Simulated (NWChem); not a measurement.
Species: water (H₂O); SMILES O

Computed with NWChem. Pople sets run with spherical d functions. Each level has its own optimisation. Computed dipoles belong to the equilibrium geometry; the measured one is vibrationally averaged.

Measured dipole moment: 1.85 D (NIST CCCBDB, as tabulated in the package chemicals).

```
level                dipole moment (D)  computed − measured
-------------------  -----------------  -------------------
B3LYP/6-31G*                         ?                    ?
B3LYP/3-21G                       2.24                +0.39
PBE0/def2-TZVP                       ?                    ?
PBE-D3(BJ)/def2-SVP               1.97                +0.12
```

Task: What belongs in the gaps?

Result: 
- PBE0/def2-TZVP, dipole moment (D): 2.07
- PBE0/def2-TZVP, computed − measured: +0.22
- B3LYP/6-31G*, dipole moment (D): 2.09
- B3LYP/6-31G*, computed − measured: +0.24
